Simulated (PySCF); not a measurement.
Compound: C5H9F.
SMILES with atom numbers: `[CH3:1][CH2:2][C:3]1([F:4])[CH2:5][CH2:6]1`

Cartesian coordinates in Å at the PBE0-D3(BJ)/def2-SVP level; atoms count from 1:
```xyz
15
C5H9F angstrom
C      1.7764   -0.8950   -0.2318
C      0.8561   -0.0115    0.5955
C     -0.2880    0.5463   -0.2020
F      0.1556    1.3184   -1.2438
C     -1.5291   -0.2333   -0.4730
C     -1.5649    0.9874    0.4213
H      1.2375   -1.7696   -0.6286
H      2.1782   -0.3350   -1.0887
H      2.6250   -1.2602    0.3652
H      1.4206    0.8354    1.0220
H      0.4412   -0.5704    1.4495
H     -1.9613   -0.1329   -1.4714
H     -1.6320   -1.2240   -0.0215
H     -1.6978    0.8521    1.4982
H     -2.0174    1.8925    0.0091
```

Probes without a nucleus sit at each ring's centroid and 1 Å off its mean plane on both sides; NICS is minus the shielding there, NICSzz its component along the normal. Level: GIAO HF/pcSseg-2 (PySCF, non-relativistic, gas phase) on the PBE0-D3(BJ)/def2-SVP geometry, one conformer.

Ring bond lengths (Å): C3–C5 1.490, C5–C6 1.514, C6–C3 1.488.

Question: What do the NICS probes read (ppm)?

Answer: 
```csv
ring,type,NICS(0),"NICS(1), two faces","NICS(1)zz, two faces",rms pucker (Å),"centre to ring atoms, mean (Å)"
C3–C5–C6,3-membered carbocycle; formal bonds all single,-38.9,-7.3 / -10.0,-17.4 / -23.1,0.00,0.86
```

Question: What do they say, and how far can they be read as aromaticity?

Answer: 
- C3–C5–C6: mean NICS(1)zz -20.2 ppm, shielded. C3, C5, C6 have four or more neighbours, and the NICS criterion for π rings isn't applied. The two faces differ by 5.7 ppm, so no symmetry operation interchanges them. NICS(0) lies 30 ppm below the mean NICS(1).

Question: At the first NICS(1) probe listed for ring C3–C5–C6, 1 Å off the ring, how large is the induced field along the normal in 9.4 T applied along it?

Answer: NICSzz × B0 = -17.4 ppm × 9.4 T = -164 μT, against the applied field.

Question: How do the values depend on the level or the medium?

Answer: 
```csv
level,"NICS(0), C3–C5–C6","mean NICS(1)zz, C3–C5–C6"
"HF/pcSseg-2, gas",-38.9,-20.2
"PBE0/pcSseg-1, gas",-38.8,-18.7
```

The geometry is the same throughout.

The run took 30 s on one thread, Arm Neoverse V2 (aarch64), shared host, and the process peaked at 1.4 GiB of memory. This is the whole shielding run at HF/pcSseg-2, SCF included.
